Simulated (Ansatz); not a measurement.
## CS: the interaction energy of a dimer with the counterpoise correction, step by step

Program: the Ansatz DFT code, driven from Python.

Notebook, run cell by cell (the value of a cell's last expression is shown):

In [1]:
```python
import ansatz as az
```

In [2]:
```python
FIRST = [
    ("C", (0.8992, 0.0, 0.0)),
    ("S", (-0.8992, 0.0, 0.0)),
]
SECOND = [
    ("C", (-2.9127, -1.8726, -1.5758)),
    ("S", (-1.8974, -3.0859, -0.7207)),
]
```

In [3]:
```python
def energy(atoms, ghosts=()):
    molecule = az.Crystal.molecule()
    for symbol, xyz in atoms:
        molecule = molecule.atom(symbol, xyz)
    calc = (
        molecule.calculation()
        .basis(gaussian="def2-SVPD")  # the orbital basis, by name
        .functional("pbe")
    )
    deck = calc.input()
    if ghosts:
        deck = deck.set(az.key.basis.gaussian.ghost_atoms, [{"symbol": s, "position_ang": list(xyz)} for s, xyz in ghosts])
    return az.Session.from_dict(deck).plan().execute().report["free_energy_ev"]
```

In [4]:
```python
# ghost atoms carry the functions of the partner
both = energy(FIRST + SECOND)
alone = energy(FIRST) + energy(SECOND)
ghosted = energy(FIRST, SECOND) + energy(SECOND, FIRST)
print(f"dimer {both:.6f} eV")
print(f"interaction, uncorrected   {96.485332 * (both - alone):8.3f} kJ/mol")
print(f"interaction, counterpoise  {96.485332 * (both - ghosted):8.3f} kJ/mol")
print(f"basis-set superposition    {96.485332 * (alone - ghosted):8.3f} kJ/mol")
```
```text
dimer -23717.778517 eV
interaction, uncorrected      6.875 kJ/mol
interaction, counterpoise     9.368 kJ/mol
basis-set superposition       2.493 kJ/mol
```

Uncorrected it is 6.875 kJ/mol, with the counterpoise correction 9.368 kJ/mol; the difference, 2.493 kJ/mol, is the superposition error. In this basis both values are repulsive.

Reading the output:
- Total energies depend on the basis set; only differences at equal settings carry meaning.
- The dimer is a generated trial pose of unrelaxed monomers, not a minimum, so the figure is no binding energy, and the basis set is small.
- This level lacks the dispersion part of the attraction (electrostatics and induction are there), which can decide the sign where the interaction is weak.
- Timing: 5 s on 1 thread of Arm Neoverse V1 (shared host), peak memory 0.17 GiB.
